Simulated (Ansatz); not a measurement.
The input, for Ansatz 0.2.0:

```yaml
crystal:
  periodic: [false, false, false]
  atoms:
    - {symbol: Br, position_ang: [0.000000, 0.000000, 0.000000]}
    - {symbol: Li, position_ang: [0.000000, 0.000000, 3.463000]}
basis:
  gaussian: {orbitals: cc-pVDZ}
total_charge: 1
magnetization: {spin_polarized: true, initial_magnetization: 1}
correlation: {method: ccsdt_q, electrons: outside_noble_gas, diis_vectors: 4}
scf: {omitted_lower_state_checks: [cluster_reference]}
```

```sh
$ ansatz run in.yaml --threads 1 --pin off --events-out ev --progress --plain --max-ram 2393MiB
```

Log:

```
these checks for a lower state are left out or cut short: cluster_reference
739 factors; integrals over basis functions are off by at most 1.5e-7 eV
mean field evaluation 1: about -70194.2198 eV, gradient 1.1e1 eV
mean field evaluation 2: about -70194.2227 eV, gradient 1.1e1 eV
mean field evaluation 4: about -70194.9228 eV, gradient 5.6e-1 eV
mean field evaluation 8: about -70194.9269 eV, gradient 5.2e-4 eV
mean field evaluation 16: about -70194.9269 eV, gradient 2.2e-3 eV
mean field evaluation 32: about -70194.5826 eV, gradient 5.9e-1 eV
mean field evaluation 64: about -70193.8751 eV, gradient 1.1e1 eV
mean field -70194.92686730 eV, -2579.6159825431 hartree, gradient 2.8e-6 eV, S^2 0.756177; 9 other end points of the search recorded, 0 dependent functions left out
15 core orbitals not correlated: weight in the atoms' cores, before any rotation towards them, 1.000 or more for the frozen orbitals, at most 0.000 for the correlated occupied ones
reference -70194.92686730 eV, -2579.6159825431 hartree; 4, 3 occupied and 22, 23 virtual orbitals, 739 factors
second order -2.54644104 eV of doubles, -0.00000000 eV of singles
cycle   1  -2.85857219 eV  change   -3.1e-1 eV  update   3.5e-2
cycle   2  -2.95926457 eV  change   -1.0e-1 eV  update   1.3e-2
cycle   3  -2.96979500 eV  change   -1.1e-2 eV  update   4.8e-3
cycle   4  -2.97174417 eV  change   -1.9e-3 eV  update   2.2e-3
cycle   5  -2.97145241 eV  change    2.9e-4 eV  update   1.1e-3
cycle   6  -2.97126031 eV  change    1.9e-4 eV  update   6.5e-4
cycle   7  -2.97128922 eV  change   -2.9e-5 eV  update   3.4e-4
cycle   8  -2.97145470 eV  change   -1.7e-4 eV  update   1.4e-4
cycle   9  -2.97152862 eV  change   -7.4e-5 eV  update   7.4e-5
cycle  10  -2.97157810 eV  change   -4.9e-5 eV  update   3.5e-5
cycle  11  -2.97159822 eV  change   -2.0e-5 eV  update   1.7e-5
cycle  12  -2.97160804 eV  change   -9.8e-6 eV  update   1.0e-5
cycle  13  -2.97160998 eV  change   -1.9e-6 eV  update   5.2e-6
cycle  14  -2.97160945 eV  change    5.3e-7 eV  update   3.5e-6
cycle  15  -2.97160867 eV  change    7.8e-7 eV  update   2.6e-6
cycle  16  -2.97160848 eV  change    1.9e-7 eV  update   2.1e-6
cycle  17  -2.97160879 eV  change   -3.2e-7 eV  update   1.6e-6
cycle  18  -2.97160907 eV  change   -2.8e-7 eV  update   1.4e-6
cycle  19  -2.97160930 eV  change   -2.2e-7 eV  update   5.5e-7
perturbative correction -0.00382808 eV, -0.0001406792 hartree
Total energy: -70197.90230467 eV, -2579.7253278497 hartree
Checks for a lower state left out: cluster_reference
```

Ran on 1 thread of Arm Neoverse V1, shared host: 5.5 s wall, 0.12 GiB peak host memory.
